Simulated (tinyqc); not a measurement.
Worked calculation: CIS on RHF in the sto-6g basis, frozen core, for LiH, spin multiplicity 1. Computed by tinyqc, a small Python program that keeps every step (integrals from PySCF). Settings: charge = 0, multiplicity = 1, basis = sto-6g, method = RHF, frozen orbitals = 1, energy threshold = 1e-10, iteration cap = 63, orthogonalisation = canonical, start = Wolfsberg-Helmholz matrix, DIIS depth = 6. Command: `OMP_NUM_THREADS=1 python tinyqc.py 31137 31138 out.jsonl` (the two numbers bound the seeds that draw the settings). One thread of a shared host (Intel(R) Xeon(R) Processor @ 2.60GHz), about 0.08 s of CPU time with the checks. The early iterations of the SCF are left out here.

## One-electron integrals

Geometry (angstrom):
```
atom         x         y         z
Li    0.000000  0.000000  0.000000
H     0.000000  0.000000  1.424000
```

Basis sto-6g: exponents (1/bohr^2) and contraction coefficients of normalised primitives:
```
element  l (shell)    exponent  coefficient
Li           s (1)  167.175846     0.009164
Li           s (1)   30.651508     0.049361
Li           s (1)    8.575187     0.168538
Li           s (1)    2.945808     0.370563
Li           s (1)    1.143944     0.416492
Li           s (1)    0.471139     0.130334
Li           s (2)    6.597564    -0.013253
Li           s (2)    1.305830    -0.046992
Li           s (2)    0.405851    -0.033785
Li           s (2)    0.156146     0.250242
Li           s (2)    0.067814     0.595117
Li           s (2)    0.031084     0.240706
Li           p (3)    6.597564     0.003760
Li           p (3)    1.305830     0.037679
Li           p (3)    0.405851     0.173897
Li           p (3)    0.156146     0.418036
Li           p (3)    0.067814     0.425860
Li           p (3)    0.031084     0.101708
H            s (1)   35.523221     0.009164
H            s (1)    6.513144     0.049361
H            s (1)    1.822143     0.168538
H            s (1)    0.625955     0.370563
H            s (1)    0.243077     0.416492
H            s (1)    0.100112     0.130334
```

Overlap, kinetic and nuclear-attraction integrals over the contracted functions; the nuclear repulsion is the sum of Za Zb / Rab.

nuclear repulsion = 1.11483963 hartree

overlap S, lower triangle:
```
           1Li 1s    1Li 2s   1Li 2px   1Li 2py   1Li 2pz     2H 1s
1Li 1s   1.000000
1Li 2s   0.235742  1.000000
1Li 2px  0.000000  0.000000  1.000000
1Li 2py  0.000000  0.000000  0.000000  1.000000
1Li 2pz  0.000000  0.000000  0.000000  0.000000  1.000000
2H 1s    0.099302  0.441015  0.000000  0.000000  0.539755  1.000000
```

kinetic energy T (hartree), lower triangle:
```
            1Li 1s    1Li 2s   1Li 2px   1Li 2py   1Li 2pz     2H 1s
1Li 1s    3.616742
1Li 2s   -0.110723  0.106524
1Li 2px   0.000000  0.000000  0.320007
1Li 2py   0.000000  0.000000  0.000000  0.320007
1Li 2pz   0.000000  0.000000  0.000000  0.000000  0.320007
2H 1s    -0.015407  0.053243  0.000000  0.000000  0.157550  0.768522
```

nuclear attraction V (hartree), lower triangle:
```
            1Li 1s     1Li 2s    1Li 2px    1Li 2py    1Li 2pz      2H 1s
1Li 1s   -8.438756
1Li 2s   -0.915832  -1.510537
1Li 2px   0.000000   0.000000  -1.475364
1Li 2py   0.000000   0.000000   0.000000  -1.475364
1Li 2pz  -0.021256  -0.131021   0.000000   0.000000  -1.580719
2H 1s    -0.432857  -0.860904   0.000000   0.000000  -1.080982  -2.348287
```

core Hamiltonian H = T + V (hartree), lower triangle:
```
            1Li 1s     1Li 2s    1Li 2px    1Li 2py    1Li 2pz      2H 1s
1Li 1s   -4.822014
1Li 2s   -1.026555  -1.404013
1Li 2px   0.000000   0.000000  -1.155357
1Li 2py   0.000000   0.000000   0.000000  -1.155357
1Li 2pz  -0.021256  -0.131021   0.000000   0.000000  -1.260712
2H 1s    -0.448264  -0.807661   0.000000   0.000000  -0.923432  -1.579765
```

## Two-electron integrals

Functions are numbered as in S; the eight-fold symmetry (ij|kl) = (ji|kl) = (kl|ij) leaves the list below.

Two-electron integrals (ij|kl) in chemists' order, unique and non-zero (hartree):
```
(11|11) 1.681247   (21|11) 0.242603   (21|21) 0.044507   (22|11) 0.397190
(22|21) 0.090279   (22|22) 0.290625   (31|31) 0.009437   (32|31) 0.014261
(32|32) 0.064236   (33|11) 0.397190   (33|21) 0.090279   (33|22) 0.290625
(33|33) 0.313125   (41|41) 0.009437   (42|41) 0.014261   (42|42) 0.064236
(43|43) 0.016875   (44|11) 0.397190   (44|21) 0.090279   (44|22) 0.290625
(44|33) 0.279374   (44|44) 0.313125   (51|51) 0.009437   (52|51) 0.014261
(52|52) 0.064236   (53|53) 0.016875   (54|54) 0.016875   (55|11) 0.397190
(55|21) 0.090279   (55|22) 0.290625   (55|33) 0.279374   (55|44) 0.279374
(55|55) 0.313125   (61|11) 0.105450   (61|21) 0.018793   (61|22) 0.037905
(61|33) 0.037414   (61|44) 0.037414   (61|51) 0.002463   (61|52) 0.004728
(61|55) 0.038885   (61|61) 0.008740   (62|11) 0.180172   (62|21) 0.041117
(62|22) 0.133116   (62|33) 0.127190   (62|44) 0.127190   (62|51) 0.007179
(62|52) 0.036673   (62|55) 0.144969   (62|61) 0.020318   (62|62) 0.091933
(63|31) 0.004109   (63|32) 0.016952   (63|53) 0.006152   (63|63) 0.007942
(64|41) 0.004109   (64|42) 0.016952   (64|54) 0.006152   (64|64) 0.007942
(65|11) 0.205905   (65|21) 0.047615   (65|22) 0.159845   (65|33) 0.149584
(65|44) 0.149584   (65|51) 0.011282   (65|52) 0.056462   (65|55) 0.180366
(65|61) 0.024903   (65|62) 0.122874   (65|65) 0.168165   (66|11) 0.368737
(66|21) 0.085907   (66|22) 0.297517   (66|33) 0.272925   (66|44) 0.272925
(66|51) 0.019142   (66|52) 0.110216   (66|55) 0.346700   (66|61) 0.045489
(66|62) 0.249563   (66|65) 0.349299   (66|66) 0.774999
```

## Orthogonalisation

S = U s U^T; canonical form X = U s^(-1/2), so that X^T S X = 1. Each column of U has its largest component positive (the first on a tie).

eigenvalues of S: 0.301009  0.800777  1.000000  1.000000  1.156823  1.741391

X:
```
                 1          2         3          4          5         6
1Li 1s    0.101951   0.814343  0.000000   0.000000   0.592480  0.185236
1Li 2s   -0.840442  -0.623466  0.000000   0.000000   0.458818  0.365464
1Li 2px   0.000000   0.000000  0.635324   0.772246   0.000000  0.000000
1Li 2py   0.000000   0.000000  0.772246  -0.635324   0.000000  0.000000
1Li 2pz  -0.986529   0.416308  0.000000   0.000000  -0.528500  0.375202
2H 1s     1.277568  -0.153659  0.000000   0.000000  -0.153553  0.515365
```

Within a degenerate level the vectors are fixed only up to a rotation; this is one choice.

## Iteration 8 (converged): orbitals

converged F (hartree), lower triangle:
```
            1Li 1s     1Li 2s   1Li 2px   1Li 2py    1Li 2pz      2H 1s
1Li 1s   -2.382434
1Li 2s   -0.618194  -0.216397
1Li 2px   0.000000   0.000000  0.162329
1Li 2py   0.000000   0.000000  0.000000  0.162329
1Li 2pz   0.011258  -0.117223  0.000000  0.000000  -0.019528
2H 1s    -0.263734  -0.295477  0.000000  0.000000  -0.246297  -0.191769
```

Diagonalise F' = X^T F X, C = X C', fill 2 alpha and 2 beta electrons from the bottom; D = 2 C_occ C_occ^T. Each column has its largest component positive (the first on a tie).

F' = X^T F X (hartree), lower triangle:
```
           1          2         3         4          5          6
1   0.586334
2  -0.084168  -0.934830
3   0.000000   0.000000  0.162329
4   0.000000   0.000000  0.000000  0.162329
5  -0.038154  -1.108238  0.000000  0.000000  -1.128495
6  -0.025839  -0.426918  0.000000  0.000000  -0.506282  -0.535525
```

orbital energies (hartree): MO1 -2.384006, MO2 -0.300109, MO3 0.079993, MO4 0.162329, MO5 0.162329, MO6 0.591604

coefficients C:
```
               MO1        MO2        MO3       MO4        MO5        MO6
1Li 1s    0.993545  -0.172704  -0.196618  0.000000   0.000000   0.057227
1Li 2s    0.022671   0.430020   0.799957  0.000000   0.000000  -0.783434
1Li 2px   0.000000   0.000000   0.000000  0.999870  -0.016154   0.000000
1Li 2py   0.000000   0.000000   0.000000  0.016154   0.999870   0.000000
1Li 2pz  -0.007016   0.351219  -0.617519  0.000000   0.000000  -1.030489
2H 1s     0.007748   0.547882  -0.119289  0.000000   0.000000   1.276913
```

D after iteration 8, lower triangle:
```
            1Li 1s    1Li 2s   1Li 2px   1Li 2py   1Li 2pz     2H 1s
1Li 1s    2.033917
1Li 2s   -0.103484  0.370863
1Li 2px   0.000000  0.000000  0.000000
1Li 2py   0.000000  0.000000  0.000000  0.000000
1Li 2pz  -0.135256  0.301745  0.000000  0.000000  0.246808
2H 1s    -0.173846  0.471552  0.000000  0.000000  0.384745  0.600470
```

Within a degenerate level the vectors are fixed only up to a rotation; this is one choice.

## Convergence

Stop when the energy changes by less than 1e-10 hartree and every element of the error matrix X^T (F D S - S D F) X is below 3e-06.

Course of the cycle:
```
iteration  E (hartree)     change  largest element of the error matrix
1          -7.93252139          -                             9.75e-02
2          -7.94842359  -1.59e-02                             2.12e-02
3          -7.95116745  -2.74e-03                             1.12e-02
4          -7.95192641  -7.59e-04                             9.50e-04
5          -7.95192711  -7.01e-07                             1.60e-04
6          -7.95192714  -2.61e-08                             1.86e-05
7          -7.95192714  -4.61e-10                             1.85e-06
8          -7.95192714  -4.46e-12                             3.84e-08
```

PySCF RHF in the same basis = -7.95192714 hartree

Converged in 8 iterations.

## Integrals over molecular orbitals

(pq|rs) = sum C_ip C_jq C_kr C_ls (ij|kl), one index at a time.

one-electron integrals over orbitals h = C^T H C (hartree), lower triangle:
```
           1          2          3          4          5          6
1  -4.813833
2   0.112361  -1.568819
3   0.171404   0.033371  -1.143830
4   0.000000   0.000000   0.000000  -1.155357
5   0.000000   0.000000   0.000000   0.000000  -1.155357
6  -0.023877  -0.107306   0.038242   0.000000   0.000000  -0.928499
```

Two-electron integrals over orbitals (pq|rs), unique and non-zero (hartree); the lowest 1 orbital is frozen and left out:
```
(22|22) 0.502613    (32|22) -0.044292   (32|32) 0.010794    (33|22) 0.228388
(33|32) 0.005030    (33|33) 0.341086    (42|42) 0.024085    (43|42) 0.018926
(43|43) 0.041397    (44|22) 0.278986    (44|32) 0.004012    (44|33) 0.282871
(44|44) 0.313125    (52|52) 0.024085    (53|52) 0.018926    (53|53) 0.041397
(54|54) 0.016875    (55|22) 0.278986    (55|32) 0.004012    (55|33) 0.282871
(55|44) 0.279374    (55|55) 0.313125    (62|22) 0.138231    (62|32) -0.031720
(62|33) -0.007821   (62|44) -0.006774   (62|55) -0.006774   (62|62) 0.123677
(63|22) -0.049532   (63|32) 0.006955    (63|33) 0.035569    (63|44) 0.000235
(63|55) 0.000235    (63|62) -0.029251   (63|63) 0.025108    (64|42) -0.019464
(64|43) -0.014239   (64|64) 0.019542    (65|52) -0.019464   (65|53) -0.014239
(65|65) 0.019542    (66|22) 0.461929    (66|32) -0.039654   (66|33) 0.241854
(66|44) 0.270591    (66|55) 0.270591    (66|62) 0.145569    (66|63) -0.041962
(66|66) 0.458921
```

## CIS matrix, singlets

A(ia,jb) = (e_a - e_i) d_ij d_ab + 2 (ia|jb) - (ij|ab).

CIS matrix A, singlet (hartree), lower triangle:
```
           2>3       2>4       2>5       2>6
2>3   0.173302
2>4   0.000000  0.231622
2>5   0.000000  0.000000  0.231622
2>6  -0.013907  0.000000  0.000000  0.677137
```

## CIS singlet states

dipole integrals <i|r|a> (bohr):
```
             x         y          z
2>3   0.000000  0.000000  -0.326421
2>4   0.960640  0.015520   0.000000
2>5  -0.015520  0.960640   0.000000
2>6   0.000000  0.000000   0.553433
```

Diagonalise A (1 hartree = 27.211386 eV); each vector has its largest component positive (the first on a tie). The transition dipole is mu = sqrt2 sum c_ia <i|r|a>.

singlet excitation energies (eV): 4.705363  6.302761  6.302761  18.436271

lowest vectors:
```
      state 1    state 2   state 3    state 4
2>3  0.999620   0.000000  0.000000  -0.027571
2>4  0.000000   0.824567  0.565764   0.000000
2>5  0.000000  -0.565764  0.824567   0.000000
2>6  0.027571   0.000000  0.000000   0.999620
```

oscillator strengths 2/3 w |mu|^2: 0.022305  0.285071  0.285071  0.285547

Within a degenerate level the vectors are fixed only up to a rotation; this is one choice.

## CIS matrix, triplets

A(ia,jb) = (e_a - e_i) d_ij d_ab - (ij|ab).

CIS matrix A, triplet (hartree), lower triangle:
```
          2>3       2>4       2>5       2>6
2>3  0.151714
2>4  0.000000  0.183452
2>5  0.000000  0.000000  0.183452
2>6  0.049532  0.000000  0.000000  0.429784
```

## CIS triplet states

Diagonalise A (1 hartree = 27.211386 eV); each vector has its largest component positive (the first on a tie).

triplet excitation energies (eV): 3.895429  4.991986  4.991986  11.927935

lowest vectors:
```
       state 1    state 2   state 3   state 4
2>3   0.985395   0.000000  0.000000  0.170286
2>4   0.000000   0.806468  0.591277  0.000000
2>5   0.000000  -0.591277  0.806468  0.000000
2>6  -0.170286   0.000000  0.000000  0.985395
```

Within a degenerate level the vectors are fixed only up to a rotation; this is one choice.
